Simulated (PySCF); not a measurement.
# CH3BO (Borane carbonyl): a chain of runs

We compute a geometry optimisation (PW91-D3(BJ)/6-31G*), then the harmonic vibrations, then the energy (DF-CCSD(T)/6-31G) of CH3BO (Borane carbonyl). The job is set up through a Python script.

The results are computed with PySCF 2.14.0.

1 further run of the same task is left out (for a known fault of the program).

**1. Starting point**

The species is CH3BO (6 atoms), meant as a singlet with charge 0. SMILES: `[BH3-]C#[O+]`. All atoms were displaced at random from a relaxed shape. The run starts from this shape.

Bond lengths: B1–C2 1.571 Å, C2–O3 1.019 Å, B1–H4 1.227 Å, B1–H5 1.158 Å, B1–H6 1.233 Å. Angles: B1–C2–O3 171.4°, C2–B1–H4 104.1°, C2–B1–H5 109.4°, C2–B1–H6 110.6°, H4–B1–H5 111.9°, H4–B1–H6 108.8°, H5–B1–H6 111.7°.

**2. A structure relaxation at PW91-D3(BJ)/6-31G(d) (density fitting with cc-pvqz-jkfit, Cartesian functions) (run 1)**

Contents of mol.xyz:

```xyz
6
CH3BO
B     -0.247108     0.382365    -0.230457
C      0.600943    -0.826441     0.306645
O      1.016793    -1.683027     0.670424
H     -1.409948     0.031777    -0.055038
H     -0.010831     0.551089    -1.351622
H     -0.031560     1.395132     0.438726
```

Contents of calc.py:

```python
from pyscf import gto, dft
from pyscf.geomopt.geometric_solver import kernel as optimise

system = gto.M(
    atom='mol.xyz',
    basis='6-31g*',
    cart=True,
    max_memory=1860,
    verbose=3,
    spin=0,
)

mf = dft.RKS(system, xc='pw91')
mf = mf.density_fit(auxbasis='cc-pvqz-jkfit')
mf.disp = 'd3bj'
converged, mol_eq = optimise(mf, maxsteps=100)
print('converged:', converged)
print(mol_eq.tostring())

mf.reset(mol_eq)
system = mol_eq
mf.kernel()
e_final = mf.e_tot
print('Final energy', e_final)
```

Command:

```bash
$ OMP_NUM_THREADS=1 python calc.py
```

Output:

```text
maxiter                   100
----------------------------------------------------------
Custom engine selected.
Bonds will be generated from interatomic distances less than 1.20 times sum of covalent radii
18 internal coordinates being used (instead of 18 Cartesians)
Internal coordinate system (atoms numbered from 1):
Distance 1-2
Distance 1-4
Distance 1-5
Distance 1-6
Distance 2-3
Angle 2-1-4
Angle 2-1-5
Angle 2-1-6
Angle 4-1-5
Angle 4-1-6
Angle 5-1-6
LinearAngleX 1-2-3
LinearAngleY 1-2-3
Translation-X 1-6
Translation-Y 1-6
Translation-Z 1-6
Rotation-A 1-6
Rotation-B 1-6
Rotation-C 1-6
> ===== Optimization Info: ====
> Job type: Energy minimization
> Maximum number of optimization cycles: 100
> Initial / maximum trust radius (Angstrom): 0.100 / 0.300
> Convergence Criteria:
> Will converge when all 5 criteria are reached:
>  |Delta-E| < 1.00e-06
>  RMS-Grad  < 3.00e-04
>  Max-Grad  < 4.50e-04
>  RMS-Disp  < 1.20e-03
>  Max-Disp  < 1.80e-03
> === End Optimization Info ===

Geometry optimization cycle 1
Cartesian coordinates (Angstrom)
 Atom        New coordinates             dX        dY        dZ
   B  -0.247108   0.382365  -0.230457    0.000000 -0.000000  0.000000
   C   0.600943  -0.826441   0.306645    0.000000  0.000000  0.000000
   O   1.016793  -1.683027   0.670424    0.000000  0.000000 -0.000000
   H  -1.409948   0.031777  -0.055038    0.000000  0.000000  0.000000
   H  -0.010831   0.551089  -1.351622    0.000000  0.000000  0.000000
   H  -0.031560   1.395132   0.438726    0.000000  0.000000  0.000000

WARN: Mole.unit (angstrom) is changed to Bohr

converged SCF energy = -139.857236769447
--------------- DFRKS_Scanner gradients ---------------
         x                y                z
0 B     0.0032948555    -0.0008720245    -0.0303554965
1 C     0.2083656377    -0.3980613982     0.1683397814
2 O    -0.1953691412     0.3871153676    -0.1646989822
3 H    -0.0047757439     0.0040884289    -0.0005549557
4 H    -0.0079910499    -0.0010897554     0.0257266159
5 H    -0.0034702355     0.0088300515     0.0015508537
----------------------------------------------
cycle 1: E = -139.857236769  dE = -139.857  norm(grad) = 0.668695
Step    0 : Gradient = 2.730e-01/4.798e-01 (rms/max) Energy = -139.8572367694
Hessian Eigenvalues: 5.00000e-02 5.00000e-02 5.00000e-02 ... 2.59193e-01 2.79910e-01 2.91277e+00

Geometry optimization cycle 2
Cartesian coordinates (Angstrom)
 Atom        New coordinates             dX        dY        dZ
   B  -0.268756   0.399799  -0.229296   -0.021648  0.017434  0.001161
   C   0.549895  -0.788879   0.299789   -0.051048  0.037562 -0.006856
   O   1.044060  -1.696071   0.687971    0.027267 -0.013044  0.017547
   H  -1.411259   0.015662  -0.043940   -0.001311 -0.016115  0.011098
   H   0.005985   0.554299  -1.396081    0.016816  0.003210 -0.044459
   H  -0.005085   1.365408   0.459738    0.026475 -0.029724  0.021012
converged SCF energy = -139.905357522196
--------------- DFRKS_Scanner gradients ---------------
         x                y                z
0 B    -0.0031727363     0.0027298895    -0.0054001463
1 C     0.0645583167    -0.1068070374     0.0472647375
2 O    -0.0591351076     0.1016879877    -0.0442416133
3 H     0.0002868901     0.0007363820     0.0006436154
4 H    -0.0011646277     0.0009957349     0.0021599421
5 H    -0.0013676279     0.0007116400    -0.0004329080
----------------------------------------------
cycle 2: E = -139.905357522  dE = -0.0481208  norm(grad) = 0.183471
Step    1 : Displace = 4.230e-02/6.317e-02 (rms/max) Trust = 1.000e-01 (=) Grad = 7.490e-02/1.335e-01 (rms/max) E (change) = -139.9053575222 (-4.812e-02) Quality = 1.205
Hessian Eigenvalues: 4.99998e-02 5.00000e-02 5.00000e-02 ... 2.56690e-01 2.81450e-01 2.17694e+00

Geometry optimization cycle 3
Cartesian coordinates (Angstrom)
 Atom        New coordinates             dX        dY        dZ
   B  -0.278283   0.400714  -0.225487   -0.009526  0.000915  0.003809
   C   0.523435  -0.776065   0.291872   -0.026461  0.012815 -0.007918
   O   1.065303  -1.691566   0.688145    0.021242  0.004505  0.000174
   H  -1.425059   0.020297  -0.051040   -0.013799  0.004635 -0.007099
   H   0.017101   0.538873  -1.395552    0.011116 -0.015426  0.000529
   H   0.011879   1.353227   0.470793    0.016964 -0.012182  0.011055
converged SCF energy = -139.910713562064
--------------- DFRKS_Scanner gradients ---------------
         x                y                z
0 B    -0.0003914039     0.0007245133    -0.0012029153
1 C     0.0210577988    -0.0317069107     0.0142903911
2 O    -0.0208692041     0.0320176642    -0.0141134130
3 H     0.0002881471    -0.0008743859     0.0008431576
4 H     0.0001301453     0.0001063550     0.0002679241
5 H    -0.0002434654    -0.0002223603    -0.0000705849
----------------------------------------------
cycle 3: E = -139.910713562  dE = -0.00535604  norm(grad) = 0.0575909
Step    2 : Displace = 2.113e-02/3.049e-02 (rms/max) Trust = 1.414e-01 (+) Grad = 2.351e-02/4.074e-02 (rms/max) E (change) = -139.9107135621 (-5.356e-03) Quality = 1.291
Hessian Eigenvalues: 4.99981e-02 5.00000e-02 5.00000e-02 ... 2.61191e-01 2.81535e-01 1.54708e+00

Geometry optimization cycle 4
Cartesian coordinates (Angstrom)
 Atom        New coordinates             dX        dY        dZ
   B  -0.284204   0.397014  -0.221997   -0.005921 -0.003700  0.003490
   C   0.515016  -0.779462   0.291102   -0.008419 -0.003397 -0.000770
   O   1.089425  -1.693724   0.688856    0.024123 -0.002158  0.000711
   H  -1.439849   0.038214  -0.062707   -0.014790  0.017918 -0.011667
   H   0.018448   0.531853  -1.392224    0.001347 -0.007019  0.003328
   H   0.018048   1.346775   0.474432    0.006170 -0.006452  0.003639
converged SCF energy = -139.911490809145
--------------- DFRKS_Scanner gradients ---------------
         x                y                z
0 B     0.0004726589     0.0006391654    -0.0003019954
1 C     0.0030145883    -0.0035534714     0.0015901690
2 O    -0.0031987375     0.0036465519    -0.0015759949
3 H    -0.0001053007    -0.0006910685     0.0004246608
4 H    -0.0000306090     0.0000419089    -0.0000580827
5 H    -0.0001958083    -0.0000342967    -0.0000464930
----------------------------------------------
cycle 4: E = -139.911490809  dE = -0.000777247  norm(grad) = 0.00719002
Step    3 : Displace = 1.610e-02/2.667e-02 (rms/max) Trust = 2.000e-01 (+) Grad = 2.935e-03/5.100e-03 (rms/max) E (change) = -139.9114908091 (-7.772e-04) Quality = 1.156
Hessian Eigenvalues: 4.99804e-02 5.00000e-02 5.00000e-02 ... 2.60966e-01 2.81588e-01 1.47377e+00

Geometry optimization cycle 5
Cartesian coordinates (Angstrom)
 Atom        New coordinates             dX        dY        dZ
   B  -0.287425   0.393704  -0.220482   -0.003221 -0.003311  0.001515
   C   0.513023  -0.782254   0.290874   -0.001993 -0.002792 -0.000228
   O   1.100856  -1.692616   0.686556    0.011431  0.001108 -0.002300
   H  -1.446921   0.047889  -0.068253   -0.007072  0.009674 -0.005546
   H   0.019581   0.527972  -1.389814    0.001132 -0.003882  0.002410
   H   0.021258   1.341782   0.476023    0.003210 -0.004993  0.001591
converged SCF energy = -139.911537496681
--------------- DFRKS_Scanner gradients ---------------
         x                y                z
0 B     0.0004694202     0.0004651183    -0.0001616737
1 C    -0.0003303173     0.0013500688    -0.0005937278
2 O     0.0002755623    -0.0013856880     0.0006516741
3 H    -0.0000975219    -0.0003890849     0.0001902182
4 H    -0.0001588303     0.0000224669     0.0000152918
5 H    -0.0002033748    -0.0000143320    -0.0000583828
----------------------------------------------
cycle 5: E = -139.911537497  dE = -4.66875e-05  norm(grad) = 0.0023315
Step    4 : Displace = 8.136e-03/1.415e-02 (rms/max) Trust = 2.828e-01 (+) Grad = 9.518e-04/1.556e-03 (rms/max) E (change) = -139.9115374967 (-4.669e-05) Quality = 1.268
Hessian Eigenvalues: 4.90280e-02 4.99998e-02 5.00000e-02 ... 2.59992e-01 2.81563e-01 1.94624e+00

Geometry optimization cycle 6
Cartesian coordinates (Angstrom)
 Atom        New coordinates             dX        dY        dZ
   B  -0.290505   0.390246  -0.219409   -0.003080 -0.003458  0.001073
   C   0.511641  -0.785044   0.289999   -0.001382 -0.002790 -0.000875
   O   1.110728  -1.690362   0.682293    0.009872  0.002254 -0.004263
   H  -1.452935   0.055638  -0.072422   -0.006014  0.007749 -0.004169
   H   0.021528   0.524279  -1.387688    0.001947 -0.003693  0.002126
   H   0.024819   1.336291   0.477614    0.003561 -0.005491  0.001591
converged SCF energy = -139.911555458587
--------------- DFRKS_Scanner gradients ---------------
         x                y                z
0 B     0.0003649075     0.0002020799    -0.0000698818
1 C    -0.0012257327     0.0024078303    -0.0010430429
2 O     0.0012147442    -0.0024150579     0.0011051445
3 H    -0.0000553166    -0.0001583747     0.0000447630
4 H    -0.0001826051     0.0000037670     0.0000534509
5 H    -0.0001596456     0.0000061564    -0.0000355549
----------------------------------------------
cycle 6: E = -139.911555459  dE = -1.79619e-05  norm(grad) = 0.00414602
Step    5 : Displace = 7.212e-03/1.200e-02 (rms/max) Trust = 3.000e-01 (+) Grad = 1.693e-03/2.921e-03 (rms/max) E (change) = -139.9115554586 (-1.796e-05) Quality = 1.418
Hessian Eigenvalues: 3.54699e-02 4.99997e-02 5.00000e-02 ... 2.59651e-01 2.81789e-01 1.99046e+00

Geometry optimization cycle 7
Cartesian coordinates (Angstrom)
 Atom        New coordinates             dX        dY        dZ
   B  -0.294219   0.385843  -0.218538   -0.003714 -0.004404  0.000871
   C   0.510420  -0.788931   0.287696   -0.001221 -0.003887 -0.002303
   O   1.122590  -1.687303   0.674467    0.011862  0.003059 -0.007826
   H  -1.459644   0.063710  -0.076594   -0.006708  0.008072 -0.004172
   H   0.024519   0.520091  -1.385445    0.002991 -0.004188  0.002243
   H   0.029809   1.328781   0.479608    0.004990 -0.007510  0.001994
converged SCF energy = -139.911567972378
--------------- DFRKS_Scanner gradients ---------------
         x                y                z
0 B     0.0001596737    -0.0000716485     0.0000225225
1 C    -0.0009954352     0.0016301200    -0.0006777808
2 O     0.0009925599    -0.0015805586     0.0007396830
3 H    -0.0000059615     0.0000513296    -0.0000597766
4 H    -0.0001184768    -0.0000107197     0.0000486277
5 H    -0.0000703452     0.0000232235    -0.0000042221
----------------------------------------------
cycle 7: E = -139.911567972  dE = -1.25138e-05  norm(grad) = 0.00286312
Step    6 : Displace = 8.513e-03/1.351e-02 (rms/max) Trust = 3.000e-01 (=) Grad = 1.169e-03/2.027e-03 (rms/max) E (change) = -139.9115679724 (-1.251e-05) Quality = 1.148
Hessian Eigenvalues: 2.94631e-02 4.99996e-02 5.00000e-02 ... 2.59347e-01 2.81829e-01 1.64930e+00

Geometry optimization cycle 8
Cartesian coordinates (Angstrom)
 Atom        New coordinates             dX        dY        dZ
   B  -0.295199   0.384327  -0.218747   -0.000980 -0.001516 -0.000209
   C   0.510590  -0.790742   0.285328    0.000171 -0.001810 -0.002368
   O   1.126572  -1.686879   0.669138    0.003982  0.000424 -0.005329
   H  -1.461189   0.065004  -0.077292   -0.001545  0.001294 -0.000699
   H   0.025660   0.519363  -1.385220    0.001141 -0.000727  0.000225
   H   0.032042   1.325673   0.480301    0.002232 -0.003108  0.000693
converged SCF energy = -139.911570148837
--------------- DFRKS_Scanner gradients ---------------
         x                y                z
0 B     0.0000444061    -0.0000833690     0.0000320400
1 C    -0.0002959497     0.0004297870    -0.0001527687
2 O     0.0002764271    -0.0003767792     0.0002191017
3 H    -0.0000019181     0.0000623962    -0.0000439210
4 H    -0.0000371632    -0.0000127367     0.0000182567
5 H    -0.0000203706     0.0000194897     0.0000026103
----------------------------------------------
cycle 8: E = -139.911570149  dE = -2.17646e-06  norm(grad) = 0.000761889
Step    7 : Displace = 2.455e-03/3.433e-03 (rms/max) Trust = 3.000e-01 (=) Grad = 3.110e-04/5.437e-04 (rms/max) E (change) = -139.9115701488 (-2.176e-06) Quality = 0.946
Hessian Eigenvalues: 2.44429e-02 4.99446e-02 5.00000e-02 ... 2.58573e-01 2.81389e-01 1.43559e+00

Geometry optimization cycle 9
Cartesian coordinates (Angstrom)
 Atom        New coordinates             dX        dY        dZ
   B  -0.295049   0.383838  -0.219342    0.000150 -0.000488 -0.000595
   C   0.511367  -0.791826   0.282728    0.000776 -0.001085 -0.002600
   O   1.127947  -1.687915   0.664628    0.001375 -0.001036 -0.004510
   H  -1.460826   0.064084  -0.077041    0.000363 -0.000920  0.000252
   H   0.025704   0.520060  -1.385792    0.000043  0.000697 -0.000571
   H   0.033191   1.324222   0.480541    0.001149 -0.001451  0.000240
converged SCF energy = -139.911570364938
--------------- DFRKS_Scanner gradients ---------------
         x                y                z
0 B    -0.0000124670    -0.0000282062     0.0000169692
1 C     0.0000851226    -0.0001836213     0.0001090522
2 O    -0.0001131510     0.0002177426    -0.0000346667
3 H    -0.0000049884     0.0000298330    -0.0000123812
4 H     0.0000121533    -0.0000124604     0.0000003896
5 H     0.0000006005     0.0000132910     0.0000001503
----------------------------------------------
cycle 9: E = -139.911570365  dE = -2.16101e-07  norm(grad) = 0.000342139
Step    8 : Displace = 3.983e-04/6.021e-04 (rms/max) Trust = 3.000e-01 (=) Grad = 1.397e-04/2.478e-04 (rms/max) E (change) = -139.9115703649 (-2.161e-07) Quality = 0.364
Hessian Eigenvalues: 2.44429e-02 4.99446e-02 5.00000e-02 ... 2.58573e-01 2.81389e-01 1.43559e+00
Converged! =D

converged: True
B          -0.29504896        0.38383837       -0.21934194
C           0.51136688       -0.79182620        0.28272787
O           1.12794681       -1.68791530        0.66462818
H          -1.46082621        0.06408434       -0.07704052
H           0.02570358        0.52006029       -1.38579159
H           0.03319091        1.32422244        0.48054137
converged SCF energy = -139.91157036493
Final energy -139.91157036492953
```

It took 68 s on 1 thread of Intel Xeon at 2.50GHz (Skylake/Cascade Lake), shared host; peak memory 0.54 GiB.

Steps, from the record of the run:

```tsv
step	energy from the first frame kept (eV)	largest force (eV/Å)
0	0.0000	24.6723
1	-1.3094	6.8624
2	-1.4552	2.0950
3	-1.4763	0.2623
4	-1.4776	0.0800
5	-1.4781	0.1502
6	-1.4784	0.1042
7	-1.4785	0.0280
8	-1.4785	0.0127
```

After the run. Bond lengths: B1–C2 1.511 Å, C2–O3 1.153 Å, B1–H4 1.217 Å, B1–H5 1.217 Å, B1–H6 1.217 Å. Angles: B1–C2–O3 179.9°, C2–B1–H4 105.5°, C2–B1–H5 105.4°, C2–B1–H6 105.4°, H4–B1–H5 113.2°, H4–B1–H6 113.2°, H5–B1–H6 113.2°.

**3. The harmonic vibrations at PW91-D3(BJ)/6-31G(d) (density fitting with cc-pvqz-jkfit, Cartesian functions) (run 2)**

Contents of input.xyz:

```xyz
6
CH3BO
B     -0.763034     1.111379    -0.474330
C      0.043382    -0.064285     0.027740
O      0.659962    -0.960374     0.409640
H     -1.928266     0.788580    -0.332089
H     -0.442785     1.250190    -1.640524
H     -0.437528     2.051161     0.227284
```

Contents of input.py:

```python
from pyscf import gto, dft, symm
from pyscf.hessian import thermo

mol = gto.M(
    atom='input.xyz',
    verbose=3,
    max_memory=1860,
    spin=0,
    cart=True,
    basis='6-31g*',
)

mf = dft.RKS(mol)
mf.xc = 'pw91'
mf = mf.density_fit(auxbasis='cc-pvqz-jkfit')
mf.disp = 'd3bj'
mf.kernel()

etot = mf.e_tot
print('E(%s) = %.9f' % ('PW91', etot))
hess = mf.Hessian().kernel()
modes = thermo.harmonic_analysis(mol, hess)
thermo.dump_normal_mode(mol, modes)
symm.geom.TOLERANCE = 1e-3  # for the symmetry number
th = thermo.thermo(mf, modes['freq_au'], 200, 101325)
thermo.dump_thermo(mol, th)
```

Command:

```bash
$ OMP_NUM_THREADS=1 python input.py
```

Output:

```text
converged SCF energy = -139.911570300377
E(PW91) = -139.911570300

WARN: DFTD3 does not support analytical Hessian, using finite difference

WARN: Mole.unit (angstrom) is changed to Bohr

Mode                                 0                   1                   2
Irrep
Freq [cm^-1]                      292.5785            295.3274            790.8259
Reduced mass [au]                   1.9789              1.9732              2.1327
Force const [Dyne/A]                0.0998              0.1014              0.7859
Char temp [K]                     420.9554            424.9103           1137.8224
Normal mode                   x     y     z       x     y     z       x     y     z
       0   B                -0.00 -0.00 -0.00   -0.00 -0.00  0.00    0.03 -0.04 -0.14
       1   C                 0.01 -0.06 -0.16   -0.15 -0.09  0.02   -0.03  0.04  0.15
       2   O                -0.01  0.04  0.09    0.08  0.05 -0.01    0.01 -0.01 -0.04
       3   H                 0.01  0.04  0.19   -0.13  0.47 -0.18    0.05  0.07  0.33
       4   H                -0.24  0.41  0.00    0.27 -0.07  0.06   -0.13  0.36 -0.10
       5   H                 0.20 -0.27  0.29    0.30 -0.13  0.05   -0.01 -0.29  0.24
Mode                                 3                   4                   5
Irrep
Freq [cm^-1]                      791.4557            799.1776           1051.5237
Reduced mass [au]                   2.1391              2.8864              1.4569
Force const [Dyne/A]                0.7895              1.0862              0.9491
Char temp [K]                    1138.7286           1149.8386           1512.9085
Normal mode                   x     y     z       x     y     z       x     y     z
       0   B                 0.13  0.09 -0.00    0.10 -0.15  0.06   -0.09  0.14 -0.06
       1   C                -0.13 -0.09  0.00   -0.05  0.07 -0.03    0.01 -0.01  0.00
       2   O                 0.04  0.03 -0.00   -0.06  0.09 -0.04    0.01 -0.02  0.01
       3   H                 0.21 -0.33  0.06    0.14 -0.26  0.11    0.08 -0.42  0.18
       4   H                -0.30 -0.11 -0.13    0.18 -0.24  0.08    0.30 -0.36 -0.02
       5   H                -0.33  0.16  0.07    0.18 -0.22  0.12    0.31 -0.23  0.27
Mode                                 6                   7                   8
Irrep
Freq [cm^-1]                     1070.2487           1070.3160           2145.3258
Reduced mass [au]                   1.0637              1.0635             13.1743
Force const [Dyne/A]                0.7179              0.7178             35.7242
Char temp [K]                    1539.8495           1539.9464           3086.6462
Normal mode                   x     y     z       x     y     z       x     y     z
       0   B                 0.02  0.01  0.01   -0.01  0.00  0.02   -0.01  0.02 -0.01
       1   C                 0.04  0.04  0.03   -0.03  0.00  0.05    0.12 -0.18  0.08
       2   O                -0.01 -0.01 -0.01    0.01 -0.00 -0.01   -0.08  0.12 -0.05
       3   H                -0.08  0.15 -0.51    0.06 -0.45 -0.37    0.00  0.01 -0.00
       4   H                -0.52 -0.35 -0.18   -0.21  0.39  0.02   -0.01  0.01  0.00
       5   H                 0.08 -0.27  0.37    0.55  0.05 -0.31   -0.01  0.00 -0.01
Mode                                 9                  10                  11
Irrep
Freq [cm^-1]                     2440.5630           2513.9459           2515.1965
Reduced mass [au]                   1.0306              1.1109              1.1110
Force const [Dyne/A]                3.6169              4.1365              4.1409
Char temp [K]                    3511.4268           3617.0085           3618.8078
Normal mode                   x     y     z       x     y     z       x     y     z
       0   B                 0.03 -0.04  0.02   -0.08 -0.04  0.04   -0.02 -0.05 -0.08
       1   C                 0.00 -0.00  0.00   -0.00 -0.00  0.00   -0.00 -0.00 -0.00
       2   O                -0.00  0.00 -0.00   -0.00 -0.00  0.00   -0.00 -0.00 -0.00
       3   H                -0.55 -0.15  0.06    0.72  0.17 -0.07    0.18  0.04 -0.03
       4   H                 0.14  0.07 -0.55    0.12  0.07 -0.52   -0.14 -0.09  0.53
       5   H                 0.14  0.44  0.32    0.04  0.17  0.13    0.18  0.59  0.41
temperature 200.0000 [K]
pressure 101325.00 [Pa]
Rotational constants [GHz] 121.38323 8.72183 8.72161
Symmetry number 1
Zero-point energy (ZPE) 0.03594 [Eh]   94364.334 [J/mol]
                           tot       elec      trans        rot        vib
Entropy [J/mol/K]       237.863      0.000    147.015     83.225      7.623
Cv [J/mol/K]             39.954      0.000     12.472     12.472     15.011
Cp [J/mol/K]             48.269      0.000     20.786     12.472     15.011
Internal energy [J/mol]                      2494.338   2494.338  95442.297
Internal energy [Eh]   -139.87332  -139.91157
Enthalpy [J/mol]                             4157.230   2494.338  95442.297
Enthalpy [Eh]          -139.87268
Gibbs free energy [J/mol]                  -25245.768 -14150.572  93917.696
Gibbs free energy [Eh] -139.89080
```

Wall time 47 s (1 thread of Intel Xeon at 2.50GHz (Skylake/Cascade Lake), shared host); peak memory 0.74 GiB.

[end of part 1 of 2]
